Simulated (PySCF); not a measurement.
# Potential energy of AlCl⁻ along the bond

Set-up: Al aug-cc-pVDZ-DK, Cl aug-cc-pVDZ-DK; spin-free X2C with a Gaussian nucleus (PySCF 2.14). Energies in eV from Al + Cl⁻ in their ground configurations at the same level. All curves are PBE0. state 1: ²Π (doublet), unpaired electrons π ↑; state 2: ⁴Σ⁻ (quartet), unpaired electrons σ ↑, π ↑↑, a second solution, started from another occupation.

```json
{"R (Å)": "2.012", "state 1": "-1.216", "state 2": "0.9000"}
{"R (Å)": "2.106", "state 1": "-1.510", "state 2": "0.6493"}
{"R (Å)": "2.200", "state 1": "-1.665", "state 2": "0.5457"}
{"R (Å)": "2.270", "state 1": "-1.718", "state 2": "0.5354"}
{"R (Å)": "2.340", "state 1": "-1.732", "state 2": "0.5662"}
{"R (Å)": "2.410", "state 1": "-1.718", "state 2": "0.6268"}
{"R (Å)": "2.504", "state 1": "-1.666", "state 2": "0.7389"}
{"R (Å)": "2.621", "state 1": "-1.570", "state 2": "0.9085"}
{"R (Å)": "2.761", "state 1": "-1.431", "state 2": "1.1286"}
{"R (Å)": "2.948", "state 1": "-1.235", "state 2": "1.4159"}
```

Q: Put a parabola through the three lowest points of the state 1 curve and estimate Re, k and ωe (reduced mass 15.23 u; 1 eV/Å² = 0.16022 mdyn/Å; ωe = 1302.8·√(k/μ) cm⁻¹).

A: Through R = 2.27, 2.34, 2.41 Å the second-order coefficient is 2.86 eV/Å², so Re ≈ 2.340 Å, k ≈ 0.916 mdyn/Å and ωe ≈ 319 cm⁻¹. A polynomial fit of higher order to the unrounded PBE0 energies gives Re = 2.335 Å, k = 0.949 mdyn/Å, ωe = 325 cm⁻¹; anharmonicity and rounding make the difference.

The higher-order fit for each curve: state 1: Re = 2.335 Å, ωe = 325 cm⁻¹, De = 1.73 eV; state 2: Re = 2.249 Å, ωe = 402 cm⁻¹, minimum 0.53 eV above the ground-state fragments.

For an ion De counts to the pair picked by the measured ionisation energies or electron affinities, which need not be the lowest pair at this level. The highest Kohn–Sham level is positive in this anion. Much of that is self-interaction error, but it also means that the finite basis helps to hold the extra electron. The state is the lowest determinant that a PBE0 search found; another state may lie lower at other levels.
